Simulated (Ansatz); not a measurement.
Saddle point of CH₈BN, singlet (CH₅B ([BH2][CH3]) + NH₃ → BNH₄ ([BH2][NH2]) + CH₄; bonds formed: C2–H5; dative contacts that become bonds: B1–N6; bonds broken: B1–C2, H5–N6), PBE0-D4/def2-TZVP structure:

```xyz
11
angstrom
B -0.6069 -0.3731 -0.3200
C 0.7653 0.7916 -0.6293
H -0.3690 -1.3101 -1.0314
H -1.5976 0.2678 -0.5407
H 0.3998 0.1510 0.5151
N -0.3958 -0.6839 1.2080
H 0.4449 0.8653 -1.6688
H 0.7277 1.8000 -0.2079
H 1.7964 0.4276 -0.6346
H -1.0807 -0.3282 1.8539
H -0.0841 -1.6082 1.4557
```

Energies are electronic, without zero-point energy. Barriers and step energies count from the start structure reached by relaxing down the imaginary mode; all methods use the PBE0-D4 structures, on which another method's saddle can fall below an end. Ansatz 0.2.0; basis: def2-TZVPP, with def2-QZVPP for the basis limit; cores frozen in the correlated methods. B3LYP uses VWN-RPA correlation. Extrapolation: Hartree–Fock as exp(−7.88 √X), correlation as X^−2.97.

```csv
method,barrier (eV),step energy (eV)
SPW92,?,-0.023
PBE-D4,1.625,-0.338
BLYP-D4,1.750,-0.576
r2SCAN-D4,?,-0.384
B97M-V,1.895,-0.436
PBE0-D4,1.767,-0.312
B3LYP-D4,1.850,-0.538
r2SCAN0-D4,1.830,-0.354
BHLYP-D4,2.025,-0.533
CAM-B3LYP-D4,1.881,-0.495
wB97X-V,1.875,-0.415
wB97M-V,?,-0.425
B2PLYP,1.885,-0.533
PBE-QIDH,1.874,-0.316
RPA on PBE,1.934,-0.465
HF,2.344,-0.820
MP2,1.869,-0.384
CCSD,2.016,-0.454
CCSD(T),1.942,-0.416
```

Q: Fill in the withheld barriers. (An estimate is asked for; the value comes from the calculation.)

A: By the calculation: r2SCAN-D4 1.736; SPW92 1.487; wB97M-V 1.859 eV. Each is the energy of the saddle less that of the start structure, by the same method.

For comparison, the barrier by CCSD(T) at an estimated basis limit (MP2 extrapolated from triple and quadruple zeta, plus CCSD(T) − MP2 in triple zeta) is 1.908 eV.

The T1 diagnostic stays at or below 0.012.

The step is the kind of exchange with an N–H group that builds nitride films in atomic layer and chemical vapour deposition.

Labels in which every atom is bracketed show which atoms are joined, not bond orders.

For scale, one of the runs: CCSD(T)/def2-TZVPP, 205 basis functions, launched by `ansatz run in.yaml --threads 2 --pin off --events-out ev --progress --plain --max-ram 4352MiB`. Time: 53 s of wall clock on 2 CPU threads of an Arm Neoverse V1; the host was shared. Peak host memory: 2.8 GiB.
